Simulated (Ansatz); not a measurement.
**C₂HFO₂: basis-set convergence**

How large a basis does C₂HFO₂ need? Two functionals are run in growing sets.

Method: one geometry, several basis sets; program: Ansatz 0.2.0, Gaussian basis.

The runs, in order: PBE0-D4/def2-SVP; ωB97M-V/def2-SVP; PBE0-D4/def2-QZVPP; ωB97M-V/def2-QZVPP; the functionals' def2-TZVPP values are taken from earlier runs.

## Step 1: The geometry

The geometry comes from an earlier relaxation with PBE0-D4 in a triple-zeta def2 set; it is a stationary point.

6 atoms, charge 0, spin multiplicity 1.

Atoms are counted from 1 here; the program's logs count them from 0.

Bond lengths: O1–C2 1.178 Å, C2–O3 1.338 Å, C2–C4 1.443 Å, O3–C4 1.463 Å, C4–F5 1.331 Å, C4–H6 1.086 Å. Angles: O1–C2–O3 138.9°, O1–C2–C4 157.7°, O3–C2–C4 63.4°, C2–O3–C4 61.8°, C2–C4–O3 54.8°, C2–C4–F5 120.5°, C2–C4–H6 125.4°, O3–C4–F5 114.3°, O3–C4–H6 114.7°, F5–C4–H6 112.2°.

## Step 2: PBE0-D4 in def2-SVP

Input file in.yaml:

```yaml
crystal:
  periodic: [false, false, false]
  atoms:
    - {symbol: O, position_ang: [-0.635221, -1.919214, 0.071682]}
    - {symbol: C, position_ang: [-0.117123, -0.862431, 0.028330]}
    - {symbol: O, position_ang: [1.094416, -0.341020, -0.198810]}
    - {symbol: C, position_ang: [-0.014315, 0.576284, 0.067382]}
    - {symbol: F, position_ang: [-0.383997, 1.307764, -0.981212]}
    - {symbol: H, position_ang: [0.098439, 1.174517, 0.966528]}
basis:
  gaussian: {orbitals: def2-SVP}
hamiltonian: {xc: pbe0, dispersion: d4}
output: {orbitals: {seedname: orbitals}}
```

After this run come: ωB97M-V in def2-SVP; PBE0-D4 in def2-QZVPP; ωB97M-V in def2-QZVPP.

**Question.** What will the summary of the whole plan be? Wanted: PBE0-D4: double and triple zeta above quadruple; ωB97M-V: double and triple zeta above quadruple.

The runs gave:

| quantity | value |
| --- | --- |
| PBE0-D4: double and triple zeta above quadruple | 10.99, 0.46 eV |
| ωB97M-V: double and triple zeta above quadruple | 11.21, 0.43 eV |

PBE0-D4 gains 10.53 eV from double to triple zeta, then 0.46 eV more. Total energies overstate the basis error of differences, where much of it tends to cancel.
